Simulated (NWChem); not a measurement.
## methane (CH$_{4}$)

SMILES: C
```xyz
5

C      0.0000     0.0000     0.0000
H      0.0000     0.8966     0.6340
H      0.0000    -0.8966     0.6340
H     -0.8966     0.0000    -0.6340
H      0.8966     0.0000    -0.6340
```
Charge 0, spin multiplicity 1.

Program: NWChem. The geometry was optimised at PBE0/def2-SVP, a minimum by its harmonic frequencies.

No SCF solution was tested for a lower state.

Worked example. At PBE/def2-TZVP the parent has a total energy of -40.46300 Ha and the doublet with one electron less, at the same geometry, -39.95232 Ha. The vertical ionisation energy is their difference.

ΔE = -39.95232 − (-40.46300) = 0.51068 Ha. Times 27.2114 eV/Ha this is 13.90 eV, or 1341 kJ/mol; λ = 1239.84/13.90 = 89.2 nm. No relaxation of the ion's geometry and no zero-point term enter.
